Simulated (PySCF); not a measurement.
**Orbital picture of SiCl**

PBE0 at R = 2.074 Å; basis Si def2-TZVP, Cl def2-TZVP; no relativity; PySCF 2.14. State: ²Π (doublet), unpaired electrons π ↑. Only the outer orbitals are listed, counted within each symmetry.

```csv
spin,orbital,occ.,ε (eV),on Si (%),main shells (%)
α,7σ,1,-23.36,9,90 Cl s
α,8σ,1,-13.84,53,"52 Si s, 40 Cl p"
α,3π,1,-10.11,12,"88 Cl p, 10 Si p"
α,3π,1,-10.02,10,89 Cl p
α,9σ,1,-9.33,63,"40 Si s, 37 Cl p, 21 Si p"
α,4π,1,-5.21,90,"90 Si p, 9 Cl p"
α,4π,0,-3.05,92,92 Si p
α,10σ,0,0.00,95,"83 Si p, 9 Si d, 8 Cl p"
α,11σ,0,4.15,87,"58 Si s, 33 Si p, 25 Cl d"
β,7σ,1,-23.26,8,90 Cl s
β,8σ,1,-13.28,45,"48 Cl p, 42 Si s"
β,3π,1,-10.00,9,90 Cl p
β,3π,1,-9.73,8,92 Cl p
β,9σ,1,-8.80,71,"49 Si s, 29 Cl p, 21 Si p"
β,4π,0,-2.76,93,93 Si p
β,4π,0,-1.78,94,94 Si p
β,10σ,0,0.30,96,83 Si p
```

Which are the highest filled and the lowest empty level, where do they sit, and how wide is the gap?

Highest filled α 4π at -5.21 eV (in %: 90 Si p, 9 Cl p); lowest empty α 4π at -3.05 eV (in %: 92 Si p); the gap at PBE0 is 2.16 eV. Both belong to one degenerate shell, split only by its one-sided filling, so this is no excitation gap.

```json
{
 "bond order (Mayer)": "1.25",
 "⟨S²⟩": "0.758",
 "charge on Si (Mulliken, basis-dependent)": "0.20",
 "charge on Si (Löwdin, basis-dependent)": "-0.17",
 "dipole moment (positive dipole means Si(−)Cl(+))": "-0.82 D",
 "polarisability along the bond": "52.5 bohr³",
 "polarisability across the bond": "32.1 bohr³"
}
```

The state was picked by a PBE0 search and need not be the measured ground state.
